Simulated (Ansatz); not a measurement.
Basis-set extrapolation for C3H8N2, SMILES `C/N=C(\C)N` (PBE0-D4/def2-TZVP geometry, frozen core, the Gaussian-basis code of Ansatz). Multiplicity 1, RHF reference.

```tsv
	def2-TZVPP	def2-QZVPP
HF	-227.239153	-227.250075
MP2 correlation	-0.927975	-0.989741
CCSD(T) correlation	-1.006355	not run
```

Energies in hartree. Use E(X) = E(∞) + A·exp(−7.88·√X) for Hartree–Fock and E(X) = E(∞) + B·X^(−2.97) for correlation, with X = 3 and 4, and add CCSD(T) minus MP2 of the smaller set to the MP2 limit.

Problem. What is the CCSD(T) energy at the basis-set limit?

Solution. HF limit: -227.250075 + (-0.010922) × 0.13774 = -227.25158. MP2 limit: -0.989741 + (-0.061766) × 0.74074 = -1.03549. Higher-order term: -1.006355 − (-0.927975) = -0.07838. Total: -228.36545 hartree, 314.9 kJ/mol below CCSD(T)/def2-TZVPP.
